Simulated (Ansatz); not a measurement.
A run for Ansatz (a quantum-chemistry and plane-wave program): R-RI-MP2/aug-cc-pVQZ on H4O2 (a complex). Files ending in .json are basis or fitting sets from the Basis Set Exchange.

Ansatz 0.2 input:
```yaml
crystal:
  periodic: [false, false, false]
  atoms:
    - {symbol: O, position_ang: [-1.52438989, -0.04361803, 0.00486898]}
    - {symbol: H, position_ang: [-1.84438689, 0.85921797, -0.01656202]}
    - {symbol: H, position_ang: [-0.56467289, 0.05456297, 0.00014598]}
    - {symbol: O, position_ang: [1.44668711, 0.03878197, -0.00456502]}
    - {symbol: H, position_ang: [1.82330811, -0.39959803, 0.76155898]}
    - {symbol: H, position_ang: [1.81895111, -0.43743103, -0.74996702]}
basis:
  gaussian:
    orbitals: aug-cc-pVQZ
    fitting: {mean_field: def2-universal-JKFIT, correlation: aug-cc-pVQZ-RIFIT.json}
magnetization: {spin_polarized: false}
correlation: {method: mp2, electrons: outside_noble_gas}
scf: {lower_state_search: off}
```

The head of its log:

```
WARN ansatz: RAYON_NUM_THREADS=1 ignored (pool sized by the plan → 1); use --threads N
Functional definition: HF
these checks for a lower state are left out or cut short: stability, starts, cluster_reference, orbital_swaps, neighbouring_geometries, increment
integrals: 0.31 GiB planned
226 factors; integrals over basis functions are off by at most 2.3e0 eV
mean field: 0.51 GiB planned
mean field evaluation 1: about -4136.3793 eV, gradient 4.6e1 eV
mean field evaluation 2: about -4138.6144 eV, gradient 2.9e1 eV
mean field evaluation 4: about -4139.8677 eV, gradient 4.8e-1 eV
mean field -4139.86897182 eV, -152.1373786103 hartree, gradient 7.8e-7 eV, S^2 0.000000; 0 other end points of the search recorded, 0 dependent functions left out
2 core orbitals not correlated
656 factors; their error is unknown
reference -4139.86897182 eV, -152.1373786103 hartree; 8, 8 occupied and 334, 334 virtual orbitals, 656 factors
```

Task: What total energy does the run end on?

Result: -152.7117 hartree.
